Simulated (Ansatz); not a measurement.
# B2: the cost of one run

Computed with Ansatz 0.2.0, Gaussian basis. Level: the settings change from run to run.

29 further runs of the same task are left out: 8 for a known fault of the program, 15 that didn't finish, 6 set aside as unsound or not needed. Runs told in other sessions of the task aren't counted.

**1. What is computed**

The geometry derives from a PBE0/def2-TZVP stationary point (not a proven minimum). One bond is set to the value named and the two fragments are kept rigid.

2 atoms, charge 1, spin multiplicity 4.

Atoms are counted from 1 here; the program's logs count them from 0.

No contacts short enough for the rule that draws bonds.

**2. BCCD(T) on ROHF/pcseg-2**

in.yaml

```yaml
crystal:
  periodic: [false, false, false]
  atoms:
    - {symbol: B, position_ang: [0.000000, 0.000000, 0.000000]}
    - {symbol: B, position_ang: [0.000000, 0.000000, 5.557000]}
basis:
  gaussian: {orbitals: pcseg-2}
total_charge: 1
magnetization: {spin_polarized: false, initial_magnetization: 3}
correlation: {method: bccd_t, electrons: valence}
output: {forces: true}
```

On the command line:

```bash
$ ansatz run in.yaml --threads 1 --pin off --events-out ev --progress --plain --max-ram 2393MiB
```

What time and memory should one allow on 1 thread of Arm Neoverse V1, shared host?

About 11 s, with a peak of 0.29 GiB.
